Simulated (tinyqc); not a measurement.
Inside a calculation. Method: RHF in the sto-3g basis, for LiH, spin multiplicity 1. Computed by tinyqc, a small Python program that keeps every step (integrals from PySCF). Settings: charge = 0, multiplicity = 1, basis = sto-3g, energy threshold = 1e-09, iteration cap = 75, orthogonalisation = symmetric, start = core, DIIS depth = 0, method = RHF. Command: `OMP_NUM_THREADS=1 python tinyqc.py 25564 25565 out.jsonl` (the two numbers bound the seeds that draw the settings). One thread of a shared host (Intel(R) Xeon(R) Processor @ 2.60GHz), about 0.05 s of CPU time with the checks. Later iterations appear only in the table of the cycle.

## One-electron integrals

Geometry (angstrom):
```
atom         x         y         z
Li    0.000000  0.000000  0.000000
H     0.000000  0.000000  1.412000
```

Basis sto-3g: exponents (1/bohr^2) and contraction coefficients of normalised primitives:
```
element  l (shell)   exponent  coefficient
Li           s (1)  16.119575     0.154329
Li           s (1)   2.936201     0.535328
Li           s (1)   0.794651     0.444635
Li           s (2)   0.636290    -0.099967
Li           s (2)   0.147860     0.399513
Li           s (2)   0.048089     0.700115
Li           p (3)   0.636290     0.155916
Li           p (3)   0.147860     0.607684
Li           p (3)   0.048089     0.391957
H            s (1)   3.425251     0.154329
H            s (1)   0.623914     0.535328
H            s (1)   0.168855     0.444635
```

Overlap, kinetic and nuclear-attraction integrals over the contracted functions; the nuclear repulsion is the sum of Za Zb / Rab.

nuclear repulsion = 1.12431419 hartree

overlap S, order 1Li 1s, 1Li 2s, 1Li 2px, 1Li 2py, 1Li 2pz, 2H 1s:
```
[[1.000000, 0.241137, 0.000000, 0.000000, 0.000000, 0.099033],
 [0.241137, 1.000000, 0.000000, 0.000000, 0.000000, 0.442125],
 [0.000000, 0.000000, 1.000000, 0.000000, 0.000000, 0.000000],
 [0.000000, 0.000000, 0.000000, 1.000000, 0.000000, 0.000000],
 [0.000000, 0.000000, 0.000000, 0.000000, 1.000000, 0.542432],
 [0.099033, 0.442125, 0.000000, 0.000000, 0.542432, 1.000000]]
```

kinetic energy T (hartree), order 1Li 1s, 1Li 2s, 1Li 2px, 1Li 2py, 1Li 2pz, 2H 1s:
```
[[3.576786, -0.020237, 0.000000, 0.000000, 0.000000, -0.017408],
 [-0.020237, 0.102163, 0.000000, 0.000000, 0.000000, 0.055244],
 [0.000000, 0.000000, 0.319682, 0.000000, 0.000000, 0.000000],
 [0.000000, 0.000000, 0.000000, 0.319682, 0.000000, 0.000000],
 [0.000000, 0.000000, 0.000000, 0.000000, 0.319682, 0.159101],
 [-0.017408, 0.055244, 0.000000, 0.000000, 0.159101, 0.760032]]
```

nuclear attraction V (hartree), order 1Li 1s, 1Li 2s, 1Li 2px, 1Li 2py, 1Li 2pz, 2H 1s:
```
[[-8.357653, -1.054685, 0.000000, 0.000000, -0.020628, -0.437447],
 [-1.054685, -1.519032, 0.000000, 0.000000, -0.131710, -0.871696],
 [0.000000, 0.000000, -1.473746, 0.000000, 0.000000, 0.000000],
 [0.000000, 0.000000, 0.000000, -1.473746, 0.000000, 0.000000],
 [-0.020628, -0.131710, 0.000000, 0.000000, -1.579321, -1.087466],
 [-0.437447, -0.871696, 0.000000, 0.000000, -1.087466, -2.344317]]
```

core Hamiltonian H = T + V (hartree), order 1Li 1s, 1Li 2s, 1Li 2px, 1Li 2py, 1Li 2pz, 2H 1s:
```
[[-4.780866, -1.074922, 0.000000, 0.000000, -0.020628, -0.454855],
 [-1.074922, -1.416868, 0.000000, 0.000000, -0.131710, -0.816452],
 [0.000000, 0.000000, -1.154065, 0.000000, 0.000000, 0.000000],
 [0.000000, 0.000000, 0.000000, -1.154065, 0.000000, 0.000000],
 [-0.020628, -0.131710, 0.000000, 0.000000, -1.259639, -0.928365],
 [-0.454855, -0.816452, 0.000000, 0.000000, -0.928365, -1.584285]]
```

## Two-electron integrals

Functions are numbered as in S; the eight-fold symmetry (ij|kl) = (ji|kl) = (kl|ij) leaves the list below.

Two-electron integrals (ij|kl) in chemists' order, unique and non-zero (hartree):
```
(11|11) 1.680395   (21|11) 0.265420   (21|21) 0.049941   (22|11) 0.397727
(22|21) 0.092860   (22|22) 0.290562   (31|31) 0.008981   (32|31) 0.013788
(32|32) 0.064184   (33|11) 0.396640   (33|21) 0.092880   (33|22) 0.290497
(33|33) 0.312946   (41|41) 0.008981   (42|41) 0.013788   (42|42) 0.064184
(43|43) 0.016869   (44|11) 0.396640   (44|21) 0.092880   (44|22) 0.290497
(44|33) 0.279207   (44|44) 0.312946   (51|51) 0.008981   (52|51) 0.013788
(52|52) 0.064184   (53|53) 0.016869   (54|54) 0.016869   (55|11) 0.396640
(55|21) 0.092880   (55|22) 0.290497   (55|33) 0.279207   (55|44) 0.279207
(55|55) 0.312946   (61|11) 0.107047   (61|21) 0.020201   (61|22) 0.037996
(61|33) 0.037549   (61|44) 0.037549   (61|51) 0.002391   (61|52) 0.004510
(61|55) 0.038909   (61|61) 0.008930   (62|11) 0.182343   (62|21) 0.042746
(62|22) 0.134043   (62|33) 0.128055   (62|44) 0.128055   (62|51) 0.007017
(62|52) 0.037026   (62|55) 0.145882   (62|61) 0.020379   (62|62) 0.093271
(63|31) 0.004067   (63|32) 0.017103   (63|53) 0.006226   (63|63) 0.008097
(64|41) 0.004067   (64|42) 0.017103   (64|54) 0.006226   (64|64) 0.008097
(65|11) 0.207555   (65|21) 0.049308   (65|22) 0.160972   (65|33) 0.150602
(65|44) 0.150602   (65|51) 0.011024   (65|52) 0.056627   (65|55) 0.181506
(65|61) 0.024823   (65|62) 0.124365   (65|65) 0.169749   (66|11) 0.371702
(66|21) 0.088818   (66|22) 0.298759   (66|33) 0.273987   (66|44) 0.273987
(66|51) 0.018641   (66|52) 0.110504   (66|55) 0.347725   (66|61) 0.045078
(66|62) 0.251689   (66|65) 0.351148   (66|66) 0.774606
```

## Orthogonalisation

S = U s U^T; symmetric (Loewdin) form X = U s^(-1/2) U^T, so that X^T S X = 1.

eigenvalues of S: [0.297953, 0.796344, 1.000000, 1.000000, 1.160596, 1.745107]

X, order 1Li 1s, 1Li 2s, 1Li 2px, 1Li 2py, 1Li 2pz, 2H 1s:
```
[[1.023003, -0.123343, 0.000000, 0.000000, 0.002265, -0.010524],
 [-0.123343, 1.140592, 0.000000, 0.000000, 0.144775, -0.333305],
 [0.000000, 0.000000, 1.000000, 0.000000, 0.000000, 0.000000],
 [0.000000, 0.000000, 0.000000, 1.000000, 0.000000, 0.000000],
 [0.002265, 0.144775, 0.000000, 0.000000, 1.177908, -0.410159],
 [-0.010524, -0.333305, 0.000000, 0.000000, -0.410159, 1.296325]]
```

## Starting guess

The start is the orbitals of the core Hamiltonian; D = 2 C_occ C_occ^T.

D at the start, order 1Li 1s, 1Li 2s, 1Li 2px, 1Li 2py, 1Li 2pz, 2H 1s:
```
[[2.049232, -0.097051, 0.000000, 0.000000, -0.045697, -0.177803],
 [-0.097051, 0.087733, 0.000000, 0.000000, 0.095480, 0.318901],
 [0.000000, 0.000000, 0.000000, 0.000000, 0.000000, 0.000000],
 [0.000000, 0.000000, 0.000000, 0.000000, 0.000000, 0.000000],
 [-0.045697, 0.095480, 0.000000, 0.000000, 0.105761, 0.352461],
 [-0.177803, 0.318901, 0.000000, 0.000000, 0.352461, 1.174936]]
```

## Iteration 1: building the Fock matrix

J_ij = sum D_kl (ij|kl), K_ij = sum D_kl (ik|jl); F = H + J - 0.5 K; E = tr D H + tr D J / 2 - 0.25 tr D K + E_nn.

Coulomb J (hartree), order 1Li 1s, 1Li 2s, 1Li 2px, 1Li 2py, 1Li 2pz, 2H 1s:
```
[[4.130113, 0.711378, 0.000000, 0.000000, 0.035110, 0.303818],
 [0.711378, 1.389702, 0.000000, 0.000000, 0.202761, 0.834612],
 [0.000000, 0.000000, 1.346195, 0.000000, 0.000000, 0.000000],
 [0.000000, 0.000000, 0.000000, 1.346195, 0.000000, 0.000000],
 [0.035110, 0.202761, 0.000000, 0.000000, 1.469071, 1.061612],
 [0.303818, 0.834612, 0.000000, 0.000000, 1.061612, 2.128992]]
```

exchange K (hartree), order 1Li 1s, 1Li 2s, 1Li 2px, 1Li 2py, 1Li 2pz, 2H 1s:
```
[[3.384328, 0.527809, 0.000000, 0.000000, 0.018248, 0.235835],
 [0.527809, 0.322577, 0.000000, 0.000000, 0.299615, 0.551860],
 [0.000000, 0.000000, 0.046508, 0.000000, 0.000000, 0.000000],
 [0.000000, 0.000000, 0.000000, 0.046508, 0.000000, 0.000000],
 [0.018248, 0.299615, 0.000000, 0.000000, 0.414045, 0.705417],
 [0.235835, 0.551860, 0.000000, 0.000000, 0.705417, 1.364103]]
```

Fock matrix F (hartree), order 1Li 1s, 1Li 2s, 1Li 2px, 1Li 2py, 1Li 2pz, 2H 1s:
```
[[-2.342917, -0.627448, 0.000000, 0.000000, 0.005358, -0.268954],
 [-0.627448, -0.188455, 0.000000, 0.000000, -0.078757, -0.257769],
 [0.000000, 0.000000, 0.168877, 0.000000, 0.000000, 0.000000],
 [0.000000, 0.000000, 0.000000, 0.168877, 0.000000, 0.000000],
 [0.005358, -0.078757, 0.000000, 0.000000, 0.002410, -0.219461],
 [-0.268954, -0.257769, 0.000000, 0.000000, -0.219461, -0.137345]]
```

total energy of this density = -7.79575218 hartree

## Iteration 1: diagonalisation and new density

Diagonalise F' = X^T F X, C = X C', fill 2 alpha and 2 beta electrons from the bottom; D = 2 C_occ C_occ^T. Each column has its largest component positive (the first on a tie).

F' = X^T F X (hartree):
```
[[-2.291282, -0.333661, 0.000000, 0.000000, 0.025605, -0.091679],
 [-0.333661, 0.049376, 0.000000, 0.000000, 0.071333, -0.288450],
 [0.000000, 0.000000, 0.168877, 0.000000, 0.000000, 0.000000],
 [0.000000, 0.000000, 0.000000, 0.168877, 0.000000, 0.000000],
 [0.025605, 0.071333, 0.000000, 0.000000, 0.192201, -0.339626],
 [-0.091679, -0.288450, 0.000000, 0.000000, -0.339626, 0.185982]]
```

orbital energies (hartree): [-2.344879, -0.232017, 0.069010, 0.168877, 0.168877, 0.644163]

coefficients C, order 1Li 1s, 1Li 2s, 1Li 2px, 1Li 2py, 1Li 2pz, 2H 1s:
```
[[0.992609, -0.172145, -0.206959, 0.000000, 0.000000, 0.064221],
 [0.024354, 0.397392, 0.810259, 0.000000, 0.000000, -0.795728],
 [0.000000, 0.000000, 0.000000, 0.413975, 0.910288, 0.000000],
 [0.000000, 0.000000, 0.000000, 0.910288, -0.413975, 0.000000],
 [-0.006361, 0.361803, -0.611387, 0.000000, 0.000000, -1.035339],
 [0.010956, 0.561881, -0.094220, 0.000000, 0.000000, 1.278743]]
```

D after iteration 1, order 1Li 1s, 1Li 2s, 1Li 2px, 1Li 2py, 1Li 2pz, 2H 1s:
```
[[2.029814, -0.088469, 0.000000, 0.000000, -0.137194, -0.171699],
 [-0.088469, 0.317027, 0.000000, 0.000000, 0.287245, 0.447108],
 [0.000000, 0.000000, 0.000000, 0.000000, 0.000000, 0.000000],
 [0.000000, 0.000000, 0.000000, 0.000000, 0.000000, 0.000000],
 [-0.137194, 0.287245, 0.000000, 0.000000, 0.261884, 0.406441],
 [-0.171699, 0.447108, 0.000000, 0.000000, 0.406441, 0.631661]]
```

Within a degenerate level the vectors are fixed only up to a rotation; this is one choice.

## Iteration 2: building the Fock matrix

As before.

Coulomb J (hartree), order 1Li 1s, 1Li 2s, 1Li 2px, 1Li 2py, 1Li 2pz, 2H 1s:
```
[[4.123693, 0.711152, 0.000000, 0.000000, 0.031646, 0.301690],
 [0.711152, 1.385455, 0.000000, 0.000000, 0.180483, 0.799088],
 [0.000000, 0.000000, 1.350990, 0.000000, 0.000000, 0.000000],
 [0.000000, 0.000000, 0.000000, 1.350990, 0.000000, 0.000000],
 [0.031646, 0.180483, 0.000000, 0.000000, 1.446997, 1.003124],
 [0.301690, 0.799088, 0.000000, 0.000000, 1.003124, 1.967234]]
```

exchange K (hartree), order 1Li 1s, 1Li 2s, 1Li 2px, 1Li 2py, 1Li 2pz, 2H 1s:
```
[[3.371001, 0.551081, 0.000000, 0.000000, -0.001019, 0.232788],
 [0.551081, 0.388064, 0.000000, 0.000000, 0.326966, 0.551651],
 [0.000000, 0.000000, 0.064629, 0.000000, 0.000000, 0.000000],
 [0.000000, 0.000000, 0.000000, 0.064629, 0.000000, 0.000000],
 [-0.001019, 0.326966, 0.000000, 0.000000, 0.419712, 0.644102],
 [0.232788, 0.551651, 0.000000, 0.000000, 0.644102, 1.137495]]
```

Fock matrix F (hartree), order 1Li 1s, 1Li 2s, 1Li 2px, 1Li 2py, 1Li 2pz, 2H 1s:
```
[[-2.342673, -0.639310, 0.000000, 0.000000, 0.011528, -0.269559],
 [-0.639310, -0.225446, 0.000000, 0.000000, -0.114711, -0.293189],
 [0.000000, 0.000000, 0.164610, 0.000000, 0.000000, 0.000000],
 [0.000000, 0.000000, 0.000000, 0.164610, 0.000000, 0.000000],
 [0.011528, -0.114711, 0.000000, 0.000000, -0.022498, -0.247292],
 [-0.269559, -0.293189, 0.000000, 0.000000, -0.247292, -0.185799]]
```

total energy of this density = -7.86013924 hartree

## Iteration 2: diagonalisation and new density

As before.

F' = X^T F X (hartree):
```
[[-2.288630, -0.341988, 0.000000, 0.000000, 0.035770, -0.088334],
 [-0.341988, 0.016162, 0.000000, 0.000000, 0.035410, -0.298699],
 [0.000000, 0.000000, 0.164610, 0.000000, 0.000000, 0.000000],
 [0.000000, 0.000000, 0.000000, 0.164610, 0.000000, 0.000000],
 [0.035770, 0.035410, 0.000000, 0.000000, 0.167578, -0.342522],
 [-0.088334, -0.298699, 0.000000, 0.000000, -0.342522, 0.146616]]
```

orbital energies (hartree): [-2.345420, -0.293195, 0.078497, 0.164610, 0.164610, 0.601843]

coefficients C, order 1Li 1s, 1Li 2s, 1Li 2px, 1Li 2py, 1Li 2pz, 2H 1s:
```
[[0.991033, -0.179103, -0.209617, 0.000000, 0.000000, 0.060831],
 [0.030366, 0.423354, 0.809463, 0.000000, 0.000000, -0.782838],
 [0.000000, 0.000000, 0.000000, 0.665538, 0.746364, 0.000000],
 [0.000000, 0.000000, 0.000000, 0.746364, -0.665538, 0.000000],
 [-0.008036, 0.363972, -0.608836, 0.000000, 0.000000, -1.036070],
 [0.010466, 0.542735, -0.116539, 0.000000, 0.000000, 1.285161]]
```

D after iteration 2, order 1Li 1s, 1Li 2s, 1Li 2px, 1Li 2py, 1Li 2pz, 2H 1s:
```
[[2.028448, -0.091460, 0.000000, 0.000000, -0.146305, -0.173667],
 [-0.091460, 0.360301, 0.000000, 0.000000, 0.307690, 0.460173],
 [0.000000, 0.000000, 0.000000, 0.000000, 0.000000, 0.000000],
 [0.000000, 0.000000, 0.000000, 0.000000, 0.000000, 0.000000],
 [-0.146305, 0.307690, 0.000000, 0.000000, 0.265081, 0.394913],
 [-0.173667, 0.460173, 0.000000, 0.000000, 0.394913, 0.589342]]
```

Within a degenerate level the vectors are fixed only up to a rotation; this is one choice.

## Iteration 3: building the Fock matrix

As before.

Coulomb J (hartree), order 1Li 1s, 1Li 2s, 1Li 2px, 1Li 2py, 1Li 2pz, 2H 1s:
```
[[4.122117, 0.710948, 0.000000, 0.000000, 0.031177, 0.301350],
 [0.710948, 1.384857, 0.000000, 0.000000, 0.177823, 0.795074],
 [0.000000, 0.000000, 1.351487, 0.000000, 0.000000, 0.000000],
 [0.000000, 0.000000, 0.000000, 1.351487, 0.000000, 0.000000],
 [0.031177, 0.177823, 0.000000, 0.000000, 1.444230, 0.996585],
 [0.301350, 0.795074, 0.000000, 0.000000, 0.996585, 1.949936]]
```

exchange K (hartree), order 1Li 1s, 1Li 2s, 1Li 2px, 1Li 2py, 1Li 2pz, 2H 1s:
```
[[3.368981, 0.553103, 0.000000, 0.000000, -0.003870, 0.231429],
 [0.553103, 0.398753, 0.000000, 0.000000, 0.328124, 0.552469],
 [0.000000, 0.000000, 0.067311, 0.000000, 0.000000, 0.000000],
 [0.000000, 0.000000, 0.000000, 0.067311, 0.000000, 0.000000],
 [-0.003870, 0.328124, 0.000000, 0.000000, 0.413463, 0.632090],
 [0.231429, 0.552469, 0.000000, 0.000000, 0.632090, 1.112096]]
```

Fock matrix F (hartree), order 1Li 1s, 1Li 2s, 1Li 2px, 1Li 2py, 1Li 2pz, 2H 1s:
```
[[-2.343240, -0.640525, 0.000000, 0.000000, 0.012484, -0.269220],
 [-0.640525, -0.231388, 0.000000, 0.000000, -0.117949, -0.297612],
 [0.000000, 0.000000, 0.163767, 0.000000, 0.000000, 0.000000],
 [0.000000, 0.000000, 0.000000, 0.163767, 0.000000, 0.000000],
 [0.012484, -0.117949, 0.000000, 0.000000, -0.022140, -0.247825],
 [-0.269220, -0.297612, 0.000000, 0.000000, -0.247825, -0.190397]]
```

total energy of this density = -7.86103268 hartree

## Iteration 3: diagonalisation and new density

As before.

F' = X^T F X (hartree):
```
[[-2.289020, -0.342585, 0.000000, 0.000000, 0.036946, -0.087522],
 [-0.342585, 0.010600, 0.000000, 0.000000, 0.031864, -0.300049],
 [0.000000, 0.000000, 0.163767, 0.000000, 0.000000, 0.000000],
 [0.000000, 0.000000, 0.000000, 0.163767, 0.000000, 0.000000],
 [0.036946, 0.031864, 0.000000, 0.000000, 0.167116, -0.340846],
 [-0.087522, -0.300049, 0.000000, 0.000000, -0.340846, 0.141784]]
```

orbital energies (hartree): [-2.346066, -0.298860, 0.079298, 0.163767, 0.163767, 0.596107]

coefficients C, order 1Li 1s, 1Li 2s, 1Li 2px, 1Li 2py, 1Li 2pz, 2H 1s:
```
[[0.990883, -0.180957, -0.208840, 0.000000, 0.000000, 0.060462],
 [0.031006, 0.430587, 0.807371, 0.000000, 0.000000, -0.781026],
 [0.000000, 0.000000, 0.000000, 0.377658, 0.925945, 0.000000],
 [0.000000, 0.000000, 0.000000, 0.925945, -0.377658, 0.000000],
 [-0.008267, 0.359303, -0.609845, 0.000000, 0.000000, -1.037104],
 [0.010244, 0.541096, -0.123690, 0.000000, 0.000000, 1.285186]]
```

D after iteration 3, order 1Li 1s, 1Li 2s, 1Li 2px, 1Li 2py, 1Li 2pz, 2H 1s:
```
[[2.029188, -0.094388, 0.000000, 0.000000, -0.146419, -0.175528],
 [-0.094388, 0.372734, 0.000000, 0.000000, 0.308910, 0.466613],
 [0.000000, 0.000000, 0.000000, 0.000000, 0.000000, 0.000000],
 [0.000000, 0.000000, 0.000000, 0.000000, 0.000000, 0.000000],
 [-0.146419, 0.308910, 0.000000, 0.000000, 0.258334, 0.388665],
 [-0.175528, 0.466613, 0.000000, 0.000000, 0.388665, 0.585780]]
```

Within a degenerate level the vectors are fixed only up to a rotation; this is one choice.

## Iteration 13 (converged): orbitals

converged F (hartree), order 1Li 1s, 1Li 2s, 1Li 2px, 1Li 2py, 1Li 2pz, 2H 1s:
```
[[-2.343193, -0.640318, 0.000000, 0.000000, 0.012519, -0.268886],
 [-0.640318, -0.234912, 0.000000, 0.000000, -0.118585, -0.300137],
 [0.000000, 0.000000, 0.163348, 0.000000, 0.000000, 0.000000],
 [0.000000, 0.000000, 0.000000, 0.163348, 0.000000, 0.000000],
 [0.012519, -0.118585, 0.000000, 0.000000, -0.019213, -0.246082],
 [-0.268886, -0.300137, 0.000000, 0.000000, -0.246082, -0.191633]]
```

As before.

F' = X^T F X (hartree):
```
[[-2.289090, -0.342030, 0.000000, 0.000000, 0.036888, -0.086920],
 [-0.342030, 0.007449, 0.000000, 0.000000, 0.031268, -0.301514],
 [0.000000, 0.000000, 0.163348, 0.000000, 0.000000, 0.000000],
 [0.000000, 0.000000, 0.000000, 0.163348, 0.000000, 0.000000],
 [0.036888, 0.031268, 0.000000, 0.000000, 0.169293, -0.339008],
 [-0.086920, -0.301514, 0.000000, 0.000000, -0.339008, 0.139955]]
```

orbital energies (hartree): [-2.346006, -0.300326, 0.079455, 0.163348, 0.163348, 0.594485]

coefficients C, order 1Li 1s, 1Li 2s, 1Li 2px, 1Li 2py, 1Li 2pz, 2H 1s:
```
[[0.990892, -0.182746, -0.207212, 0.000000, 0.000000, 0.060523],
 [0.031030, 0.437286, 0.804065, 0.000000, 0.000000, -0.780714],
 [0.000000, 0.000000, 0.000000, 0.678410, 0.734684, 0.000000],
 [0.000000, 0.000000, 0.000000, 0.734684, -0.678410, 0.000000],
 [-0.008209, 0.352710, -0.612206, 0.000000, 0.000000, -1.037976],
 [0.010107, 0.541122, -0.129811, 0.000000, 0.000000, 1.284572]]
```

D after iteration 13, order 1Li 1s, 1Li 2s, 1Li 2px, 1Li 2py, 1Li 2pz, 2H 1s:
```
[[2.030528, -0.098329, 0.000000, 0.000000, -0.145180, -0.177745],
 [-0.098329, 0.384364, 0.000000, 0.000000, 0.307961, 0.473878],
 [0.000000, 0.000000, 0.000000, 0.000000, 0.000000, 0.000000],
 [0.000000, 0.000000, 0.000000, 0.000000, 0.000000, 0.000000],
 [-0.145180, 0.307961, 0.000000, 0.000000, 0.248944, 0.381553],
 [-0.177745, 0.473878, 0.000000, 0.000000, 0.381553, 0.585831]]
```

Within a degenerate level the vectors are fixed only up to a rotation; this is one choice.

## Convergence

Stop when the energy changes by less than 1e-09 hartree and every element of the error matrix X^T (F D S - S D F) X is below 9e-06.

Course of the cycle:
```
iteration  E (hartree)     change  largest element of the error matrix
1          -7.79575218          -                             2.08e-01
2          -7.86013924  -6.44e-02                             2.53e-02
3          -7.86103268  -8.93e-04                             4.56e-03
4          -7.86111747  -8.48e-05                             2.35e-03
5          -7.86113979  -2.23e-05                             1.24e-03
6          -7.86114609  -6.30e-06                             6.55e-04
7          -7.86114786  -1.78e-06                             3.47e-04
8          -7.86114836  -5.01e-07                             1.84e-04
9          -7.86114851  -1.41e-07                             9.77e-05
10         -7.86114854  -3.96e-08                             5.18e-05
11         -7.86114856  -1.11e-08                             2.75e-05
12         -7.86114856  -3.13e-09                             1.46e-05
13         -7.86114856  -8.79e-10                             7.72e-06
```

PySCF RHF in the same basis = -7.86114856 hartree

Converged in 13 iterations.

## Populations, bond orders and dipole

Mulliken: Z minus the diagonal of D S on the atom; Loewdin: the same with S^(1/2) D S^(1/2); Mayer order: 2 sum_s sum (D(s) S)_ij (D(s) S)_ji over the two atoms.

Charges (e):
```
atom   Mulliken    Loewdin
1Li   -0.015292  -0.011799
2H     0.015292   0.011799
```

Mayer bond orders:
```
pair     order
2-1   0.999766
```

dipole moment about the origin, x y z (debye): [0.000000, 0.000000, -4.823508]
